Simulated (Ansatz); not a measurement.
Rutile MnO₂, treated with PBEsol in Ansatz (plane waves, PAW).

Numerical settings: plane-wave cutoff 520 eV, 8×8×12 k mesh (along the axes of the cell as run), Fermi–Dirac smearing 0.01 eV, spin-polarised with opposed moments, scalar-relativistic PAW data made under PBE.

Response to compression and expansion:

Shape and atoms are relaxed at each volume.

```
V (Å³/atom)  P (GPa)  c (Å)  a (Å)
-----------  -------  -----  -----
8.648          11.18  2.796  4.308
8.828           5.28  2.813  4.339
9.008           0.00  2.830  4.370
9.188          -4.72  2.846  4.401
9.368          -8.93  2.861  4.433
```

Note: the collinear magnetic order is the start's and need not be the measured one; this level leaves the solid without a gap, although one is measured.

Ansatz is a first-principles code.
